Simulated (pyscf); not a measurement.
F–CH(F)–Si(F)(F)–F + H₂O → HO–Si(F)(F)–F + F–CH₂–F, a four-centre exchange (singlet surface; C–Si, H–O broken, O–Si, C–H formed). Optimised with ωB97X-D3(BJ)/def2-SVP in PySCF. Energies in kJ/mol from the separated reactants.

Small-basis levels: PySCF, no dispersion term, spherical d functions. AM1 to PM7: differences of heats of formation from MOPAC, which are fitted to 298 K values and so differ in kind from electronic energies by zero-point and thermal terms. Cost: rough CPU time at the saddle relative to B3LYP/6-31G*, from one job on a shared machine.

```tsv
level	barrier	reaction energy	cost
HF/3-21G	170.5	-183.5	0.1
HF/6-31G*	252.5	-175.7	0.3
B3LYP/STO-3G	140.0	-109.7	0.9
B3LYP/3-21G	95.1	-153.7	1
B3LYP/LANL2DZ	148.7	-130.4	0.9
M06-2X/6-31G*	145.1	-162.9	3
B3LYP/6-311+G**	177.6	-138.9	2
AM1	221.2	-99.8	under 0.02
PM7	255.9	-25.4	under 0.02
ωB97M-D3(BJ)/def2-TZVP	149.1	-157.9	–
```

Against the last row the barrier runs from -54.0 (B3LYP/3-21G) to +106.8 kJ/mol (PM7). ωB97M-D3(BJ)/def2-TZVP has limits of its own. On the reactant side the descent ends in an adduct with a O–Si contact (not fully relaxed), 26.9 kJ/mol under the separated species and 179.4 kJ/mol under the saddle at ωB97X-D3(BJ)/def2-TZVP. What is counted as formed (O–Si) is already present as a longer contact in the reactant adduct; forming that adduct is a step of its own. One saddle was located; it need not be the lowest between these sides.
